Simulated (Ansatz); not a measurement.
C$_{4}$H$_{6}$, charge -1, doublet, geometry from GFN2-xTB of the parent state (a state made from the parent by changing its charge; the spin is typed, not shown lowest) (a gas-phase anion, which may not be bound at this level); B3LYP/6-31G (Ansatz, a program for electronic structure).

Here is a job for Ansatz.
Ansatz 0.2 input:
```yaml
crystal:
  periodic: [false, false, false]
  atoms:
    - {symbol: C, position_ang: [0.00350171, 0.00681221, 2.04717461]}
    - {symbol: C, position_ang: [0.00102454, 0.00199315, 0.59897157]}
    - {symbol: C, position_ang: [-0.00102454, -0.00199315, -0.59897157]}
    - {symbol: C, position_ang: [-0.00350171, -0.00681221, -2.04717461]}
    - {symbol: H, position_ang: [-0.01660974, 1.03166869, 2.41791685]}
    - {symbol: H, position_ang: [-0.87195983, -0.52171478, 2.42454899]}
    - {symbol: H, position_ang: [0.90099445, -0.48578258, 2.42139677]}
    - {symbol: H, position_ang: [-0.02489300, 1.01555447, -2.42465823]}
    - {symbol: H, position_ang: [0.89271120, -0.50189680, -2.42117830]}
    - {symbol: H, position_ang: [-0.88024308, -0.53782899, -2.41802609]}
basis:
  gaussian:
    orbitals: 6-31G
hamiltonian:
  xc: b3lyp
total_charge: -1
magnetization: {spin_polarized: false, initial_magnetization: 1}
```

What the program printed (banner, timings and long lists left out):

```
Functional definition: B3LYP
700 factors; integrals over basis functions are off by at most 1.8e-4 eV
mean field evaluation 1: about -4235.5903 eV, gradient 3.3e1 eV
mean field evaluation 2: about -4235.8324 eV, gradient 3.3e1 eV
mean field evaluation 4: about -4238.7995 eV, gradient 8.6e0 eV
mean field evaluation 8: about -4239.0411 eV, gradient 2.7e-1 eV
mean field evaluation 16: about -4239.0414 eV, gradient 3.6e-5 eV
mean field evaluation 32: about -4239.0414 eV, gradient 1.8e-2 eV
mean field evaluation 64: about -4238.9413 eV, gradient 7.6e-1 eV
mean field evaluation 96: about -4239.0415 eV, gradient 1.2e-5 eV
mean field evaluation 128: about -4238.9515 eV, gradient 3.6e0 eV
mean field evaluation 160: about -4238.5102 eV, gradient 7.6e0 eV
mean field evaluation 192: about -4234.7674 eV, gradient 2.8e1 eV
mean field -4239.04152640 eV, -155.7819027695 hartree, gradient 5.4e-6 eV, S^2 0.750000; 17 other end points of the search recorded, 0 dependent functions left out
reference -4239.04178217 eV, -155.7819121692 hartree; 16, 15 occupied and 32, 33 virtual orbitals, 700 factors
Total energy: -4239.04178217 eV, -155.7819121692 hartree
```
